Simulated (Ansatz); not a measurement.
# CH₃+ (SMILES [CH3+]): one structure at several levels

An exercise on one series of results from a longer session: the logs are not shown, and one member is left open.

Program: Ansatz 0.2.0, Gaussian basis. Level of theory: single points in def2-TZVPP. These are calculated values, not measurements.

Cores are frozen in the correlated methods.

## The system as given

4 atoms, charge 1, spin multiplicity 1.

Atoms are counted from 1 here; the program's logs count them from 0.

Bond lengths: C1–H2 1.127 Å, C1–H3 1.200 Å, C1–H4 1.240 Å. Angles: H2–C1–H3 129.4°, H2–C1–H4 125.4°, H3–C1–H4 104.7°.

As a file:

```xyz
4

C     0.0143    0.0893    0.1088
H     0.3089    0.6118    1.0627
H    -1.0288    0.1167   -0.4841
H     0.6799   -0.7847   -0.4655
```

The first run:

Input file run/in.yaml:

```yaml
crystal:
  periodic: [false, false, false]
  atoms:
    - {symbol: C, position_ang: [0.014300, 0.089300, 0.108800]}
    - {symbol: H, position_ang: [0.308900, 0.611800, 1.062700]}
    - {symbol: H, position_ang: [-1.028800, 0.116700, -0.484100]}
    - {symbol: H, position_ang: [0.679900, -0.784700, -0.465500]}
basis:
  gaussian: {orbitals: def2-TZVPP}
total_charge: 1
correlation: {method: ccsd_t}
output: {forces: true}
```

The command line of these runs was not kept.

Steps of the session up to this table: CCSD(T)/def2-TZVPP; PBE0-D4/def2-TZVPP; wB97M-V/def2-TZVPP; r2SCAN-D4/def2-TZVPP; PBE-D4/def2-TZVPP; revPBE-D4/def2-TZVPP; LC-wPBE/def2-TZVPP.

One of the session's tables, all rows but one given; the rest of the session is left out.

```
   method  RMS force component (eV/Å)  angle to CCSD(T) forces (°)
  CCSD(T)                       1.759                    reference
  PBE0-D4                       1.748                          0.9
  wB97M-V                       1.759                          0.6
r2SCAN-D4                       1.739                          0.6
   PBE-D4                       1.616                          3.5
revPBE-D4                       1.618                          3.6
  LC-wPBE                           ?                            ?
```

Estimate the missing values for LC-wPBE.

As computed: RMS force component (eV/Å): 1.785; angle to CCSD(T) forces (°): 0.8. In the column «RMS force component (eV/Å)» it is the highest.
